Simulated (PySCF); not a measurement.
# Static response to an electric field

Compound: n-BuOMe, C5H12O.
Atom-mapped SMILES: `[CH3:1][CH2:2][CH2:3][CH2:4][O:5][CH3:6]` (hydrogens: H7, H8, H9 on C1; H10, H11 on C2; H12, H13 on C3; H14, H15 on C4; H16, H17, H18 on C6)

Geometry (GFN2-xTB, Å), atoms numbered from 1 in this order:
```
atom  x, y, z in Å
C1    -2.3158    1.0628   -0.5184
C2    -1.2756    0.0874    0.0174
C3    -0.2814   -0.3331   -1.0621
C4     0.7811   -1.2915   -0.5147
O5     1.5452   -0.7735    0.5503
C6     2.4677    0.2195    0.1820
H7    -2.8805    0.6098   -1.3308
H8    -3.0122    1.3483    0.2665
H9    -1.8388    1.9648   -0.8970
H10   -0.7285    0.5458    0.8431
H11   -1.7749   -0.8019    0.4079
H12   -0.8055   -0.8397   -1.8752
H13    0.2011    0.5529   -1.4805
H14    0.2943   -2.1784   -0.0996
H15    1.4480   -1.6057   -1.3335
H16    3.0866    0.4023    1.0587
H17    1.9768    1.1547   -0.1092
H18    3.1035   -0.1181   -0.6461
```

Level: PBE0/def2-SVPD (PySCF), static field, nuclei fixed, core orbitals frozen in the response. The polarisability tensor in these axes (au):

```
x   75.83 -2.49  1.73
y   -2.49 65.21  1.15
z    1.73  1.15 62.42
```

Give the principal values, the mean and the anisotropy Δα = √{½[(α1 − α2)² + (α2 − α3)² + (α1 − α3)²]}.

Principal values 61.55, 65.37 and 76.53 au; mean 67.82 au = 10.05 Å³ = 11.18 × 10⁻⁴⁰ C²·m²/J; Δα = 13.48 au (20 % of the mean).

What is the dipole moment, and where does it point?

(0.04, 0.45, -1.12) D, 1.21 D in size, pointing from the negative to the positive side. Measured along this direction, the outermost atoms are O5, H16, H11 and H14 at the negative end and H13 and H9 at the positive end.

Refractivity n − 1 of an ideal gas of it at 500 K and 1 atm, from the electronic α?

N = p/kT = 1.4678 × 10¹⁹ cm⁻³, so n − 1 = 2π × N × 10.05 × 10⁻²⁴ cm³ = 927 × 10⁻⁶ at long wavelengths, for an ideal gas.

Give the eigenvalues of the traceless quadrupole moment Θ = ½Σq(3rr − r²1), origin at the centre of nuclear charge.

-5.54, 0.81, 4.72 D·Å. The values depend on the origin, since the dipole doesn't vanish. The electronic extent ⟨r²⟩ about the same centre is 845 bohr², a root-mean-square distance of 2.18 Å for the 50 electrons.

Rayleigh depolarisation ratio (linearly polarised light, static tensor)?

ρ = 3Δα²/(45ᾱ² + 4Δα²) = 545.4/(206977 + 727.3) = 0.00263.

What molar refraction does this α imply?

Lorentz–Lorenz: R = (4π/3)N_A α = 2.5225 cm³/(mol·Å³) × 10.05 Å³ = 25.4 cm³/mol, in the limit of long wavelengths.

In a dilute gas of rigid molecules at 500 K, how does the orientational term μ²/3kT compare with the electronic polarisability?

In Gaussian units μ²/3kT = 7.07 Å³ against 10.05 Å³, a ratio of 0.70; the Debye molar polarisation (4π/3)N_A(α + μ²/3kT) is 43.2 cm³/mol, leaving out the vibrational part.

One conformer (not necessarily the lowest) at the GFN2-xTB geometry, without solvent, vibrations or thermal averaging.
